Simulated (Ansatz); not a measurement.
# BFH3N: the cost of one run

Program: Ansatz 0.2.0. Level of theory: RKS B3LYP-D4/def2-SVP. These are calculated values, not measurements.

## Step 1: The starting structure

Bond lengths: B1–N2 1.550 Å, N2–H3 1.060 Å, N2–H4 1.060 Å, B1–F5 1.320 Å, B1–H6 1.190 Å. Angles: B1–N2–H3 120.0°, B1–N2–H4 120.0°, H3–N2–H4 120.0°, N2–B1–F5 120.0°, N2–B1–H6 120.0°, F5–B1–H6 120.0°.

Coordinates:

```xyz
6

B     0.0000    0.0000    0.0000
N     0.0000    0.0000    1.5500
H    -0.8770   -0.2713    2.0800
H     0.8770    0.2713    2.0800
F     1.1431    0.0000   -0.6600
H    -1.0305    0.0000   -0.5950
```

## Step 2: Relaxing the start

Contents of input.yaml:

```yaml
crystal:
  periodic: [false, false, false]
  atoms:
    - { symbol: B, position_ang: [0.0, 0.0, 0.0] }
    - { symbol: "N", position_ang: [0.0, 0.0, 1.55] }
    - { symbol: H, position_ang: [-0.877, -0.2713, 2.08] }
    - { symbol: H, position_ang: [0.877, 0.2713, 2.08] }
    - { symbol: F, position_ang: [1.1431, 0.0, -0.66] }
    - { symbol: H, position_ang: [-1.0305, 0.0, -0.595] }
basis:
  gaussian: { orbitals: def2-SVP }
hamiltonian:
  xc: b3lyp
  dispersion: d4
relax:
  f_tol: 0.02
  max_steps: 40
```

The run is started by

```
ansatz run input.yaml --threads 1 --pin off --max-ram 2048MiB --backend cpu --events-out ev --progress --plain --runs-dir out
```

Q: Estimate wall time and peak memory on 1 thread of Intel Xeon 6975P-C (Granite Rapids), shared host.

About 8.4 s, with a peak of 0.14 GiB.
